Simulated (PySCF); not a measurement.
Butadiene radical anion, C4H6 (charge -1 and doublet state).
Z-matrix (Å and degrees, PBE0-D3(BJ)/def2-SVP geometry), rows numbered from 1:
```
C 
C   1  1.4025
C   2  1.4074  1  128.92
C   3  1.4026  2  128.95  1  -179.99
H   1  1.0973  2  121.43  3    -0.03
H   1  1.0947  2  121.43  3  -179.94
H   2  1.1041  1  116.07  3   179.99
H   3  1.1041  2  115.00  1    -0.01
H   4  1.0947  3  121.44  2   179.98
H   4  1.0973  3  121.44  2    -0.01
```

The hyperfine couplings belong to this conformer and change with its torsions.

The species is butadiene radical anion, `C=CC=C` [SMILES of the parent framework; charge -1 and doublet state].

Method used: UKS B3LYP, IGLO-III on C, pcH-1 on H, non-relativistic, mean-field spin-orbit, GIAO in PySCF 2.14.0. Whether the extra electron is bound in the gas phase wasn't checked; a finite basis holds it in any case. The geometry's basis has no diffuse functions, a weakness for an anion. No stability test was run, so a lower SCF solution isn't excluded. No frequencies were computed at this geometry's level, so the symmetric structure isn't shown to be a minimum.

Principal values of hyperfine tensors in MHz (contact and dipolar terms together), for some of the nuclei:

```
atom  isotope      A1      A2      A3  alike by the symmetry of this geometry
  H6       1H  -44.30  -25.48  -13.15                                      H9
  H5       1H  -40.55  -24.66  -11.96                                     H10
  H7       1H  -11.40  -10.96   -0.49                                      H8
  C2      13C  -16.84  -13.83   16.67                                      C3
```

Split each tensor into its isotropic and traceless parts, and turn a_iso into mT with g = 2.0027.

a_iso is a third of the trace, T = A − a_iso, and a(mT) = a(MHz)/(g × 13.996).

| atom | a_iso (MHz) | a_iso (mT) | T1 | T2 | T3 |
| --- | --- | --- | --- | --- | --- |
| H6 | -27.64 | -0.986 | -16.66 | 2.16 | 14.49 |
| H5 | -25.72 | -0.918 | -14.83 | 1.06 | 13.77 |
| H7 | -7.62 | -0.272 | -3.78 | -3.34 | 7.12 |
| C2 | -4.67 | -0.167 | -12.17 | -9.16 | 21.34 |

What spin density at the nucleus of H5 lies behind its contact coupling (g_N = 5.58569)?

a_FC = 800.24 MHz bohr³ × g_N × ρ(0)/(2S). With a_FC = -25.72 MHz and 2S = 1, ρ(0) = -0.005755 bohr⁻³. In magnitude that is 1.8 % of the 1/π = 0.318 of a free hydrogen atom.

C1 (13C, g_N = 1.40482) isn't in the table. Its spin density at the nucleus is 0.02518 bohr⁻³. What is its contact coupling?

By the same relation, a_FC = 28.3 MHz. Its full tensor has the principal values -2.58, -1.67, 89.18 MHz.

Which nucleus of the table has the largest anisotropic coupling, and what is its form?

C2: -12.2, -9.2, 21.3 MHz, rhombic: the two smaller values differ by 14 % of the largest.

In a single crystal, with the field along each principal axis of the tensor of H6 in turn, what first-order splitting does this nucleus give (isotropic g, quadrupole terms neglected)?

2 lines (I = 1/2), spaced by |A_i|/(g × 13.996): 1.58, 0.91, 0.47 mT along the axes of A1, A2 and A3.
